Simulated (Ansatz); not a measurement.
Reaction (isomerisation): `CCOC(C)F` → `COCCCF`

Computed with Ansatz on PBE0-D4/def2-TZVP structures; ΔE is electronic, products minus reactants. CCSD(T)/CBS adds triple-zeta CCSD(T) − MP2 to the extrapolated MP2 energy (def2 sets, frozen cores). One conformer a species, not always the lowest.

```json
{"species": "`CCOC(C)F`", "CCSD(T)/CBS(def2) energy (Eh)": "-332.59392"}
{"species": "`COCCCF`", "CCSD(T)/CBS(def2) energy (Eh)": "-332.57057"}
```

Work out ΔE.

ΔE = (-332.57057) − (-332.59392) = 0.02335 Eh = +61.3 kJ/mol.

Largest T1 diagnostic among the species: 0.011.

At CCSD(T), def2-SVP lies +3.4 kJ/mol from the extrapolated value and def2-TZVPP −0.4 kJ/mol. Leaving LDA and LC-ωPBE aside and taking each functional with its dispersion term where it has one, the values, not all of them listed here, spread over 7.5 kJ/mol, from BLYP-D4 to r2SCAN-D4. LDA lies +6.2 kJ/mol from PBE without D4.
